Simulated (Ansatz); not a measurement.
# AlBH2: the cost of one run

Computed with Ansatz 0.2.0, Gaussian basis. Level: def2-QZVPP, core rule «outside noble gas», up to 6 orbitals frozen.

The runs, in order: UHF; ROHF; CCSD(T) on UHF.

2 further runs of the same task are left out: 2 set aside as unsound or not needed.

## (1) The system

The geometry is a PBE0/def2-TZVP stationary point (not a proven minimum) of the parent state, kept for this charge and spin.

4 atoms, charge 1, spin multiplicity 4.

Atoms are counted from 1 here; the program's logs count them from 0.

Bond lengths: B1–Al2 2.079 Å, Al2–H3 1.585 Å, Al2–H4 1.585 Å. Angles: B1–Al2–H3 117.0°, B1–Al2–H4 117.0°, H3–Al2–H4 125.9°.

## (2) UHF

in.yaml

```yaml
crystal:
  periodic: [false, false, false]
  atoms:
    - {symbol: B, position_ang: [0.000000, 0.000000, 1.551119]}
    - {symbol: Al, position_ang: [0.000000, 0.000000, -0.528209]}
    - {symbol: H, position_ang: [0.000000, -1.411327, -1.248716]}
    - {symbol: H, position_ang: [0.000000, 1.411327, -1.248716]}
basis:
  gaussian: {orbitals: "def2-QZVPP.json"}
total_charge: 1
magnetization: {spin_polarized: true, initial_magnetization: 3}
hamiltonian: {xc: hf}
output: {orbitals: {seedname: orbitals}}
```

Started as:

```bash
> ansatz run in.yaml --threads 1 --pin off --events-out ev --progress --plain --max-ram 2393MiB
```

**Question.** How long does this run take on 1 thread of Arm Neoverse V2, shared host, and how much memory does it need?

About 20 s, with a peak of 0.36 GiB.
